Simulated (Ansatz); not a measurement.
A run of Ansatz (development build ahead of 0.2.0) on triplet B₂ at this shape:

```yaml
atoms:
  - { symbol: B, position_ang: [0.0000, 0.0000, -0.8498] }
  - { symbol: B, position_ang: [0.0000, 0.0000, 0.8498] }
```

Its results:

```json
{"Converged": "yes", "Total energy": "-49.14024 hartree", "Spin squared of the determinant": "2.875"}
```

Task: Which input gives this output? Name the method, the orbitals and the basis set, and write the input.

Result: UHF in def2-TZVP.

```yaml
crystal:
  periodic: [false, false, false]
  atoms:
    - { symbol: B, position_ang: [0.0, 0.0, -0.84981] }
    - { symbol: B, position_ang: [0.0, 0.0, 0.84981] }
basis:
  gaussian: { orbitals: def2-TZVP }
magnetization:
  spin_polarized: true
  initial_magnetization: 2
hamiltonian:
  xc: hf
```

Caution: the unrestricted determinant is a mixture of spin states.
